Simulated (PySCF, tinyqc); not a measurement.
Orbital energy against energy difference: ionisation energy by orbital energies and by energy differences in the cc-pvdz basis, for Li2, spin multiplicity 1. Computed by the program tinyqc with PySCF. 

Geometry (angstrom):
```
atom       x       y       z
Li    0.0000  0.0000  0.0000
Li    0.0000  0.0000  2.6060
```

CCSD(T) difference in the same basis = 5.2312 eV

IP-EOM-CCSD = 5.2316 eV

The cation is unrestricted; errors are against CCSD(T) in this basis, not against experiment.

First vertical ionisation energy (eV):
```
method     -e(HOMO)  E(cation) - E  error of -e(HOMO)  error of the difference
HF            4.943        4.37273             -0.288                   -0.858
LDA           3.228        5.34260             -2.003                    0.111
PBE           3.232        5.29869             -1.999                    0.067
B3LYP         3.666        5.36507             -1.565                    0.134
PBE0          3.796        5.24394             -1.435                    0.013
CAM-B3LYP     4.633        5.32313             -0.599                    0.092
LC-wPBE       5.512        5.17563              0.281                   -0.056
```

Koopmans errs by -0.29 eV and Delta-HF by -0.86 eV: relaxation, 0.57 eV, lowers the value and the missing correlation difference works against it. The PBE level is off by -2.0 eV through the wrong tail of its potential, though its energy difference is off by +0.07 eV; exact exchange deepens the level, and among the orbital energies LC-wPBE comes closest; among the differences PBE0 does. The restricted reference is unstable here: a spin-polarised solution lies 0.0015 hartree lower (PySCF), so results built on it describe a poor reference.
